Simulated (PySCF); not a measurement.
Broadened absorption spectrum of N-methylacetamide

Compound: N-methylacetamide, C3H7NO.
SMILES: `CNC(C)=O`

Theory: TDDFT CAM-B3LYP/def2-SVPD, vertical, gas phase, core orbitals frozen in the response (PySCF 2.14.0, density-fitted response routines). The structure is a single GFN2-xTB conformer in the gas phase; no vibrational or solvent corrections. Torsions of this conformer, `[CH3:1][NH:2][C:3]([CH3:4])=[O:5]`: C1–N2–C3–C4 180°.

Broadening: Gaussians 0.25 eV wide at half height, area fixed by f = 4.319×10⁻⁹ ∫ε dν̃. The width is an assumption, not a result. The curve ends short of the highest state used, and states not computed would add to its high-energy end.

```
λ (nm)  ε (L mol⁻¹ cm⁻¹)
 158.9              2279
 160.1              1892
 161.3              1782
 162.5              3192
 163.7              7264
 164.9             13822
 166.1             20308
 167.3             23014
 168.5             20317
 169.6             14717
 170.8              8427
 172.0              4150
 173.2              2130
 174.4              1492
 175.6              1326
 176.8              1145
 178.0               848
 179.2               526
 180.4               273
 181.6               123
 182.8                53
 184.0                30
 185.2                27
 186.3                27
 187.5                27
 188.7                22
 189.9                16
 191.1                10
 192.3                 6
 193.5                 3
 194.7                 1
 195.9                 0
 197.1                 0
 198.3                 0
 199.5                 1
 200.7                 3
 201.9                 6
 203.1                12
 204.2                21
 205.4                35
 206.6                51
 207.8                67
 209.0                79
 210.2                83
 211.4                79
 212.6                69
 213.8                54
 215.0                39
 216.2                26
 217.4                16
 218.6                 9
 219.8                 5
 220.9                 2
 222.1                 1
 223.3                 0
 224.5                 0
```

Task: Locate the maxima and give the states behind the curve.

Result: 210 nm (5.90 eV), ε about 83, made up of S1 (100%); 187 nm (6.64 eV), ε about 27, made up of S2 (98%) (hardly more than a shoulder); 167 nm (7.41 eV), ε about 23000, made up of S4 (100%) (ε in L mol⁻¹ cm⁻¹; maxima over ε = 5, shares over 10%). At its high-energy end, 7.80 eV, the curve is still rising (ε about 2300, from S5). The states used: S1 5.90 eV (f 0.0008); S2 6.63 eV (f 0.0003); S3 7.06 eV (f 0.011); S4 7.41 eV (f 0.213); S5 7.83 eV (f 0.021); S6 8.11 eV (f 0.0000); S7 8.15 eV (f 0.0037); S8 8.40 eV (f 0.016).

Task: What would ε be at 7.41 eV, the highest of these maxima, with half the width (0.125 eV)?

Result: About 46000 L mol⁻¹ cm⁻¹ against 23000, a factor of about 2.00; a lone state at its own centre would give exactly 2.

Task: On this curve, what absorbance would a 10⁻⁵ mol/L sample give at 193 nm over a 1 cm path?

Result: 193 nm is 6.424 eV, where ε is about 3.8 L mol⁻¹ cm⁻¹, so A = ε c l ≈ 3.8e-05 (Beer–Lambert, with the gas-phase spectrum and the assumed width).

Task: Coming from long wavelengths, where does ε first pass 100 L mol⁻¹ cm⁻¹?

Result: At about 182 nm (6.82 eV), 0.92 eV above S1.
